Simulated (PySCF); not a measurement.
Species: C4H10N2.
SMILES with atom numbers: `[H]/[N:6]=[CH:5]/[CH2:4][N:2]([CH3:1])[CH3:3]` (hydrogens: H7, H8, H9 on C1; H10, H11, H12 on C3; H13, H14 on C4; H15 on C5; H16 on N6)

The geometry is computed with GFN2-xTB (gas phase).

Q: List the bond lengths, angles and torsions at this level.

A: 
| bond | length (Å) |
| --- | --- |
| C1–N2, N2–C3 | 1.448 |
| N2–C4 | 1.454 |
| C4–C5 | 1.496 |
| C5=N6 | 1.253 |
| C1–H7, C3–H11 | 1.101 |
| C1–H8 and 3 like bonds | 1.089 |
| C4–H13, C4–H14 | 1.099 |
| C5–H15 | 1.099 |
| N6–H16 | 1.018 |

Bonds in one row agree within 0.01 Å and their mean is given. A selection of angles:
| angle | degrees |
| --- | --- |
| N2–C1–H7 | 112.8 |
| N2–C1–H8 | 108.9 |
| H7–C1–H8 | 108.5 |
| C1–N2–C3 | 111.1 |
| C1–N2–C4 | 111.7 |
| H10–C3–H11 | 108.3 |
| N2–C4–C5 | 110.8 |
| N2–C4–H13 | 113.2 |
| N2–C4–H14 | 107.9 |
| C5–C4–H13 | 109.3 |
| C5–C4–H14 | 107.2 |
| H13–C4–H14 | 108.2 |
| C4–C5–N6 | 120.7 |
| C4–C5–H15 | 113.7 |
| N6–C5–H15 | 125.6 |
| C5–N6–H16 | 115.8 |

Dihedral angles: C1–N2–C4–C5 -168° (antiperiplanar); N2–C4–C5–N6 -140° (anticlinal); H16–N6–C5–C4 -178° (antiperiplanar). The mirror-image conformer, all signs reversed, is as good.

N6 (imine nitrogen) is bent (angle 115.8°). Of the pairs four or more bonds apart, C5···H10 is among the closest relative to their van der Waals radii: 2.53 Å, 87 % of the sum of Bondi's values. N2 (tertiary amine nitrogen) is pyramidal (angles 111.7°, 111.1° and 111.0°, sum 333.8°, 0.44 Å off the plane of its three neighbours). The C–N distances run from 1.253 Å (C5=N6, drawn double) to 1.454 Å (N2–C4, drawn single), a spread of 0.201 Å.

Point group: C1 (no symmetry element, even within 0.4 Å). Not checked by GFN2-xTB frequencies. One conformer, not necessarily the lowest.
